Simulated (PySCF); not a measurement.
**C5H5F (SMILES FC1=CCC=C1) at PBE0/6-311+G(d,p)**

What is the vertical ionisation energy of C5H5F at PBE0/6-311+G**? Input form: a Python script.

The calculation is run with PySCF 2.14.0.

### Step 1. The structure to begin with

C5H5F has 11 atoms, charge 0, and is taken as a singlet. As SMILES, `FC1=CCC=C1`. Geometry: relaxed at PBE0-D4/def2-TZVP.

Bond lengths: F1–C2 1.330 Å, C2–C3 1.337 Å, C3–C4 1.492 Å, C4–C5 1.495 Å, C2–C6 1.454 Å, C5–C6 1.340 Å, C3–H7 1.079 Å, C4–H8 1.098 Å, C4–H9 1.098 Å, C5–H10 1.081 Å, C6–H11 1.081 Å. Some angles: F1–C2–C3 126.7°, F1–C2–C6 121.3°, C3–C2–C6 112.0°, C2–C3–C4 106.9°, C3–C4–C5 104.2°, C4–C5–C6 109.4°, C2–C6–C5 107.5°, C2–C3–H7 127.2°, C4–C3–H7 125.9°, C3–C4–H8 112.2°.

### Step 2. A single-point energy at PBE0/6-311+G(d,p)

job.py reads:

```python
# FC1=CCC=C1
from pyscf import gto, dft

mol = gto.M(
    atom='''
F      0.004400    -2.240900    -1.280900
C      0.012800    -1.096700    -0.603000
C      0.421200    -0.918500     0.657800
C      0.240000     0.529200     0.971300
C     -0.320800     1.109600    -0.287700
C     -0.449600     0.142400    -1.206100
H      0.809300    -1.667700     1.330400
H     -0.439500     0.687400     1.818700
H      1.185200     1.014900     1.246200
H     -0.574100     2.153400    -0.409500
H     -0.823500     0.229800    -2.216900
''',
    verbose=4,
    max_memory=1860,
    basis='6-311+g**',
    spin=0,
)

ks = dft.RKS(mol, xc='pbe0')
ks.conv_tol = 1e-10
ks.grids.level = 4
ks.kernel()
if not ks.converged:
    ks = ks.newton().run(ks.mo_coeff, ks.mo_occ)

e_tot = ks.e_tot
print('E(%s) = %.9f' % ('PBE0', e_tot))
```

The run is started by

```console
$ OMP_NUM_THREADS=1 python job.py
```

Standard output:

```text
PySCF version 2.14.0

[INPUT] num. atoms = 11
[INPUT] num. electrons = 44
[INPUT] charge = 0
[INPUT] spin (= nelec alpha-beta = 2S) = 0
[INPUT] symmetry False subgroup None
[INPUT] Mole.unit = angstrom
[INPUT] Symbol           X                Y                Z      unit          X                Y                Z       unit  Magmom
[INPUT]  1 F      0.004400000000  -2.240900000000  -1.280900000000 AA    0.008314794948  -4.234687272538  -2.420550192955 Bohr   0.0
[INPUT]  2 C      0.012800000000  -1.096700000000  -0.603000000000 AA    0.024188494394  -2.072462640811  -1.139504853113 Bohr   0.0
[INPUT]  3 C      0.421200000000  -0.918500000000   0.657800000000 AA    0.795952643667  -1.735713445413   1.243061844739 Bohr   0.0
[INPUT]  4 C      0.240000000000   0.529200000000   0.971300000000 AA    0.453534269896   1.000043065120   1.835490984790 Bohr   0.0
[INPUT]  5 C     -0.320800000000   1.109600000000  -0.287700000000 AA   -0.606224140760   2.096840107817  -0.543674206037 Bohr   0.0
[INPUT]  6 C     -0.449600000000   0.142400000000  -1.206100000000 AA   -0.849620865604   0.269097000138  -2.279198678838 Bohr   0.0
[INPUT]  7 H      0.809300000000  -1.667700000000   1.330400000000 AA    1.529355352611  -3.151496257937   2.514091636121 Bohr   0.0
[INPUT]  8 H     -0.439500000000   0.687400000000   1.818700000000 AA   -0.830534631746   1.298997738026   3.436844902746 Bohr   0.0
[INPUT]  9 H      1.185200000000   1.014900000000   1.246200000000 AA    2.239703402835   1.917883043821   2.354976696433 Bohr   0.0
[INPUT] 10 H     -0.574100000000   2.153400000000  -0.409500000000 AA   -1.084891768113   4.069336236638  -0.773842848009 Bohr   0.0
[INPUT] 11 H     -0.823500000000   0.229800000000  -2.216900000000 AA   -1.556189463579   0.434259063425  -4.189333845548 Bohr   0.0

nuclear repulsion = 217.183780487832
number of shells = 80
number of NR pGTOs = 250
number of NR cGTOs = 162
basis = 6-311+g**
ecp = {}

******** <class 'pyscf.dft.rks.RKS'> ********
method = RKS
initial guess = minao
damping factor = 0
level_shift factor = 0
DIIS = <class 'pyscf.scf.diis.CDIIS'>
diis_start_cycle = 1
diis_space = 8
diis_damp = 0
SCF conv_tol = 1e-10
SCF conv_tol_grad = None
SCF max_cycles = 50
direct_scf = True
direct_scf_tol = 1e-13
XC library pyscf.dft.libxc version 7.0.0
    S. Lehtola, C. Steigemann, M. J.T. Oliveira, and M. A.L. Marques.,  SoftwareX 7, 1–5 (2018)
XC functionals = pbe0
radial grids:
    Treutler-Ahlrichs [JCP 102, 346 (1995); DOI:10.1063/1.469408] (M4) radial grids

becke partition: Becke, JCP 88, 2547 (1988); DOI:10.1063/1.454033
pruning grids: <function nwchem_prune>
grids dens level: 4
symmetrized grids: False
atomic radii adjust function: <function treutler_atomic_radii_adjust>
small_rho_cutoff = 0
Set gradient conv threshold to 1e-05
Initial guess from minao.
tot grids = 250416
init E= -294.062355413499
  HOMO = -0.263844935260856  LUMO = -0.0923384743392965  gap/eV = 4.66693
cycle= 1 E= -293.0429966787  delta_E= 1.02  |g|= 0.489  |ddm|= 3.29
  HOMO = -0.197478443677248  LUMO = 0.00562105961183251  gap/eV = 5.52662
cycle= 2 E= -293.026096487369  delta_E= 0.0169  |g|= 0.595  |ddm|= 1.23
  HOMO = -0.236882427411565  LUMO = -0.0220654566983178  gap/eV = 5.84547
cycle= 3 E= -293.089596061655  delta_E= -0.0635  |g|= 0.0721  |ddm|= 0.712
  HOMO = -0.243840494800757  LUMO = -0.028398212098331  gap/eV = 5.86248
cycle= 4 E= -293.090417265909  delta_E= -0.000821  |g|= 0.0425  |ddm|= 0.127
  HOMO = -0.241839547748498  LUMO = -0.0260176941551187  gap/eV = 5.87281
cycle= 5 E= -293.090872446882  delta_E= -0.000455  |g|= 0.00822  |ddm|= 0.0513
  HOMO = -0.241058549331417  LUMO = -0.0254097519535357  gap/eV = 5.86810
cycle= 6 E= -293.09088302824  delta_E= -1.06e-05  |g|= 0.00402  |ddm|= 0.0125
  HOMO = -0.241347760423736  LUMO = -0.0256651839666411  gap/eV = 5.86902
cycle= 7 E= -293.090886526113  delta_E= -3.5e-06  |g|= 0.000343  |ddm|= 0.00499
  HOMO = -0.241372275282984  LUMO = -0.0256616817774997  gap/eV = 5.86978
cycle= 8 E= -293.090886547899  delta_E= -2.18e-08  |g|= 0.000165  |ddm|= 0.000641
  HOMO = -0.241359098949452  LUMO = -0.0256579905700924  gap/eV = 5.86953
cycle= 9 E= -293.0908865545  delta_E= -6.6e-09  |g|= 2.9e-05  |ddm|= 0.000219
  HOMO = -0.241359841202133  LUMO = -0.0256575108846313  gap/eV = 5.86956
cycle= 10 E= -293.090886554655  delta_E= -1.55e-10  |g|= 1.7e-05  |ddm|= 4.95e-05
  HOMO = -0.241360042957197  LUMO = -0.0256578805277741  gap/eV = 5.86955
cycle= 11 E= -293.090886554725  delta_E= -7.01e-11  |g|= 3.33e-06  |ddm|= 1.99e-05
  HOMO = -0.241359907066634  LUMO = -0.0256576077039661  gap/eV = 5.86956
Extra cycle  E= -293.090886554723  delta_E= 2.16e-12  |g|= 4.89e-06  |ddm|= 9.8e-06
converged SCF energy = -293.090886554723
E(PBE0) = -293.090886555
```

Run time: 50 s. Hardware: 1 thread of Arm Neoverse V1, shared host; peak memory 1.2 GiB.

### Step 3. The doublet cation at the same level

run.py reads:

```python
from pyscf import gto, dft

mol = gto.M(
    atom=[
    ('F', (0.004400, -2.240900, -1.280900)),
    ('C', (0.012800, -1.096700, -0.603000)),
    ('C', (0.421200, -0.918500, 0.657800)),
    ('C', (0.240000, 0.529200, 0.971300)),
    ('C', (-0.320800, 1.109600, -0.287700)),
    ('C', (-0.449600, 0.142400, -1.206100)),
    ('H', (0.809300, -1.667700, 1.330400)),
    ('H', (-0.439500, 0.687400, 1.818700)),
    ('H', (1.185200, 1.014900, 1.246200)),
    ('H', (-0.574100, 2.153400, -0.409500)),
    ('H', (-0.823500, 0.229800, -2.216900)),
],
    charge=1,
    spin=1,
    verbose=3,
    max_memory=1860,
    basis='6-311+g**',
)

calc0 = dft.UKS(mol)
calc0.xc = 'pbe0'
calc0.grids.level = 4
calc0.conv_tol = 1e-10
calc0.kernel()
if not calc0.converged:
    calc0 = calc0.newton().run(calc0.mo_coeff, calc0.mo_occ)

energy = calc0.e_tot
print(f'total energy: {energy:.8f} hartree')
```

The run is started by

```console
$ OMP_NUM_THREADS=1 python run.py
```

Standard output:

```text
converged SCF energy = -292.773002207652  <S^2> = 0.76552644  2S+1 = 2.0154666
total energy: -292.77300221 hartree
```

Wall time 1.9 min (1 thread of Arm Neoverse V1, shared host); peak memory 1.2 GiB.

### Step 4. Outcome

At PBE0/6-311+G**:

```
                                          quantity          value
                       singlet C5H5F: total energy  -293.09089 Eh
                      singlet C5H5F: dipole moment         2.10 D
                        singlet C5H5F: HOMO energy       -6.57 eV
                        singlet C5H5F: LUMO energy       -0.70 eV
                      singlet C5H5F: HOMO–LUMO gap        5.87 eV
                      doublet cation: total energy  -292.77300 Eh
doublet cation: HOMO energy (highest over α and β)      -14.08 eV
 doublet cation: LUMO energy (lowest over α and β)      -10.73 eV
                              doublet cation: ⟨S²⟩          0.766
vertical ionisation energy (to the doublet cation)       8.650 eV
```

In words: Removing an electron at fixed nuclei costs 8.65 eV (835 kJ/mol). −ε(HOMO) before ionisation, 6.57 eV, is 2.08 eV below this ionisation energy. Mulliken charges (singlet C5H5F) run from -0.80 on C4 to +0.23 on C3; in a basis this large or diffuse they mean little.
